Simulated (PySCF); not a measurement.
Compound: 1,3-dithiane, C4H8S2.
Atom-mapped SMILES: `[CH2:1]1[CH2:2][S:3][CH2:4][S:5][CH2:6]1` (hydrogens: H7, H8 on C1; H9, H10 on C2; H11, H12 on C4; H13, H14 on C6)

Structure used (PBE0-D3(BJ)/def2-SVP), in Å, numbered top down from 1:
```xyz
14
C4H8S2 angstrom
C     -1.2588    0.0662   -0.1748
C     -0.5655   -1.2631    0.0880
S      0.9625   -1.5093   -0.8594
C      1.8695   -0.0589   -0.2721
S      1.0912    1.5332   -0.6331
C     -0.4583    1.2795    0.2767
H     -2.2205    0.0665    0.3683
H     -1.4876    0.1556   -1.2492
H     -0.3468   -1.3829    1.1639
H     -1.2147   -2.1020   -0.2040
H      2.8408   -0.0617   -0.7872
H      2.0592   -0.1476    0.8109
H     -1.0327    2.2038    0.1148
H     -0.2374    1.2212    1.3573
```

The calculation used core-valence-separated Tamm–Dancoff BHandHLYP/aug-pcX-1 (pcseg-1 on H, def2-SVPD on S) in PySCF, non-relativistic, gas phase, PBE0-D3(BJ)/def2-SVP geometry. The energies are unshifted.

The lowest roots of each edge with f over 0.003 (five at most, numbered afresh; weaker and dark ones are left out), with transition dipoles (au) in the frame of the coordinates:

```tsv
root	edge	E (eV)	μx	μy	μz
1	C	285.72	-0.0455	0.0005	0.0458
2	C	285.72	-0.1036	0.0015	0.0417
3	C	286.11	-0.0588	0.0047	-0.0318
4	C	286.33	-0.0079	-0.0509	0.0065
5	C	286.33	0.0197	-0.0126	-0.0369
```

Task: What are the oscillator strengths?

Result: f = (2/3) ΔE |μ|², with ΔE in hartree (27.2114 eV):

| root | ΔE (Eh) | \|μ\|² (au) | f | core hole on |
| --- | --- | --- | --- | --- |
| 1 | 10.4999 | 0.004172 | 0.029 | C1 + C2/C6 |
| 2 | 10.5001 | 0.012475 | 0.087 | C1 + C2/C6 |
| 3 | 10.5143 | 0.004483 | 0.031 | C4 |
| 4 | 10.5226 | 0.002697 | 0.019 | C2/C6 |
| 5 | 10.5226 | 0.001910 | 0.013 | C2/C6 |

Task: Molecules are fixed in this frame and the field points along (0, 1, 1)/√2. What effective strengths 3 f cos²θ do the roots have (θ between field and μ)?

Result: root 1 (C1 + C2/C6): 0.023, root 2 (C1 + C2/C6): 0.020, root 3 (C4): 0.008, root 4 (C2/C6): 0.021, root 5 (C2/C6): 0.026. Root 5 is the strongest. Averaged over all orientations cos²θ is 1/3, which gives f back. For degenerate partners only the sum has meaning, as the program may mix them freely.

Hardware: one thread of an Intel Xeon Platinum 8259CL at 2.50 GHz, no GPU, shared host. Cost: 19 s wall, 0.89 GiB resident at most.

One conformer stands for the species.
